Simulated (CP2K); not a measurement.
**CH5BO (BH2(OMe)), run twice**

Aim: the energy of CH5BO (BH2(OMe)) at GFN2-xTB.

The calculation is run with CP2K 2026.2.

2 further runs of the same task are left out: 1 that didn't finish, 1 set aside as unsound or not needed.

### 1 The system as given

CH5BO: 8 atoms, total charge 0, spin state singlet. SMILES: `[H]B([H])OC`. Geometry: relaxed at GFN2-xTB.

Bond lengths: B1–O4 1.321 Å, O4–C5 1.404 Å, B1–H2 1.183 Å, B1–H3 1.172 Å, C5–H6 1.092 Å, C5–H7 1.093 Å, C5–H8 1.094 Å. Angles: B1–O4–C5 124.9°, H2–B1–O4 122.5°, H3–B1–O4 115.3°, O4–C5–H6 108.6°, O4–C5–H7 108.8°, O4–C5–H8 111.9°, H2–B1–H3 122.2°, H6–C5–H7 108.8°, H6–C5–H8 109.5°, H7–C5–H8 109.3°.

### 2 The input as first written

Contents of run.inp:

```
&FORCE_EVAL
 METHOD QUICKSTEP
 &DFT
  &QS
   METHOD XTB
   EPS_DEFAULT 1.0E-10
   &XTB
    GFN_TYPE TBLITE
    &TBLITE
     METHOD GFN2
    &END TBLITE
    CHECK_ATOMIC_CHARGES F
   &END XTB
  &END QS
  &POISSON
   PERIODIC NONE
   POISSON_SOLVER ANALYTIC
  &END POISSON
  &SCF
   SCF_GUESS ATOMIC
   EPS_SCF 1.0E-06
   MAX_SCF 75
   ADDED_MOS 8
   &DIAGONALIZATION
    ALGORITHM STANDARD
   &END DIAGONALIZATION
   &MIXING
    METHOD DIRECT_P_MIXING
    ALPHA 0.4
   &END MIXING
   &SMEAR ON
    METHOD FERMI_DIRAC
    ELECTRONIC_TEMPERATURE [K] 300
   &END SMEAR
  &END SCF
  &PRINT
   &MOMENTS
    PERIODIC F
    REFERENCE COM
    MAX_MOMENT 1
   &END MOMENTS
   &MO ON
    ENERGIES T
    OCCUPATION_NUMBERS T
    NDIGITS 6
    &EACH
     QS_SCF 0
    &END EACH
    ADD_LAST NUMERIC
   &END MO
   &HIRSHFELD OFF
   &END HIRSHFELD
  &END PRINT
 &END DFT
 &SUBSYS
  &CELL
   ABC 11.6 13.6 13
   PERIODIC NONE
  &END CELL
  &COORD
   B      0.435610     1.006270     0.790700
   H     -0.058730    -0.775400    -0.606980
   H      0.117450     1.877720     1.507100
   O     -0.559180     0.310420     0.270760
   C     -0.408730    -0.775400    -0.606980
   H     -1.004290    -0.584470    -1.502650
   H     -0.786680    -1.677140    -0.118600
   H      0.636530    -0.928750    -0.890170
  &END COORD
  &TOPOLOGY
   &CENTER_COORDINATES
   &END CENTER_COORDINATES
  &END TOPOLOGY
 &END SUBSYS
&END FORCE_EVAL

&GLOBAL
 PROJECT run
 RUN_TYPE ENERGY
 PRINT_LEVEL MEDIUM
&END GLOBAL
```

On the command line:

```
OMP_NUM_THREADS=1 cp2k.psmp run.inp > run.out
```

Log:

```text
CP2K| version string:                                       CP2K version 2026.2
[...]
 GLOBAL| Method name                                                        CP2K
[...]
 GLOBAL| Run type                                                         ENERGY
[...]
                             - Atoms:                                          8
[...]
                             - Spherical basis functions:                     17
[...]
 *** WARNING in particle_methods.F:720 :: The distance between the atoms 2 ***
 *** and 5 is only 0.350 angstrom and thus smaller than the threshold of   ***
 *** 0.500 angstrom                                                        ***
[...]
 Number of electrons:                                                         18
[...]
  *** SCF run converged in    15 steps ***
[...]
  Fermi energy:                                                -0.10178215441074
[...]
 TB_DIPOLE| Moment [Debye]          0.87845952      -5.08025928      -4.13021173
 TB_DIPOLE| Derivative [a.u.]       0.00000000       0.00000000       0.00000000
[...]
 ENERGY| Total FORCE_EVAL ( QS ) energy [hartree]             -6.748968387350478
[...]
```

It took 0.49 s on 1 thread of Arm Neoverse N1, shared host; peak memory 0.14 GiB.

### 3 Reading the log

The program ended normally, but the settings are unsound, so its numbers aren't properties of the molecule.

The fault: two atoms lie on top of or far too near each other. As the program read them, the closest atoms are 0.35 Å apart, against 1.09 Å in the sound input.

### 4 Second attempt

Contents of job.inp:

```
&FORCE_EVAL
 METHOD QS
 &DFT
  ! Quickstep
  &QS
   METHOD XTB
   EPS_DEFAULT 1.0E-10
   &XTB
    GFN_TYPE TBLITE
    &TBLITE
     METHOD GFN2
    &END TBLITE
    CHECK_ATOMIC_CHARGES F
   &END XTB
  &END QS
  &POISSON
   PERIODIC NONE
   POISSON_SOLVER ANALYTIC
  &END POISSON
  &SCF
   SCF_GUESS ATOMIC
   EPS_SCF 1.0E-06
   MAX_SCF 150
   ADDED_MOS 8
   &DIAGONALIZATION
    ALGORITHM STANDARD
   &END DIAGONALIZATION
   &MIXING
    METHOD DIRECT_P_MIXING
    ALPHA 0.4
   &END MIXING
   &SMEAR ON
    METHOD FERMI_DIRAC
    ELECTRONIC_TEMPERATURE [K] 300
   &END SMEAR
  &END SCF
  ! extra output
  &PRINT
   &MOMENTS
    PERIODIC F
    REFERENCE COM
    MAX_MOMENT 1
   &END MOMENTS
   &MO ON
    ENERGIES T
    OCCUPATION_NUMBERS T
    NDIGITS 6
    &EACH
     QS_SCF 0
    &END EACH
    ADD_LAST NUMERIC
   &END MO
   &HIRSHFELD OFF
   &END HIRSHFELD
  &END PRINT
 &END DFT
 ! structure
 &SUBSYS
  &CELL
   ABC 12.6 13.6 13
   PERIODIC NONE
  &END CELL
  &COORD
   B      0.435610     1.006270     0.790700
   H      1.569280     0.771350     0.549830
   H      0.117450     1.877720     1.507100
   O     -0.559180     0.310420     0.270760
   C     -0.408730    -0.775400    -0.606980
   H     -1.004290    -0.584470    -1.502650
   H     -0.786680    -1.677140    -0.118600
   H      0.636530    -0.928750    -0.890170
  &END COORD
  &TOPOLOGY
   &CENTER_COORDINATES
   &END CENTER_COORDINATES
  &END TOPOLOGY
 &END SUBSYS
&END FORCE_EVAL

&GLOBAL
 PROJECT job
 RUN_TYPE ENERGY
 PRINT_LEVEL MEDIUM
&END GLOBAL
```

On the command line:

```
OMP_NUM_THREADS=1 cp2k.psmp -i job.inp -o job.out
```

Log:

```text
CP2K| version string:                                       CP2K version 2026.2
[...]
 GLOBAL| Method name                                                        CP2K
[...]
 GLOBAL| Run type                                                         ENERGY
[...]
                             - Atoms:                                          8
[...]
                             - Spherical basis functions:                     17
[...]
 Number of electrons:                                                         18
[...]
  *** SCF run converged in    14 steps ***
[...]
  Fermi energy:                                                -0.22803114449904
[...]
 TB_DIPOLE| Moment [Debye]          0.05412276      -1.07793363      -0.86139006
 TB_DIPOLE| Derivative [a.u.]       0.00000000       0.00000000       0.00000000
[...]
 ENERGY| Total FORCE_EVAL ( QS ) energy [hartree]            -10.022160595024433
[...]
```

It took 0.47 s on 1 thread of Arm Neoverse N1, shared host; peak memory 0.14 GiB.

### 5 Outcome

Level: GFN2-xTB.

```
                                 quantity         value
                             total energy  -10.02216 Eh
dipole moment (from atomic charges alone)        1.38 D
                              HOMO energy     -11.15 eV
                              LUMO energy      -5.31 eV
                            HOMO–LUMO gap       5.84 eV
```

**Reading.** The first attempt's energy was +89.068 eV off this one. The dipole comes from point charges on the atoms alone, without atomic dipoles, so it is partial.
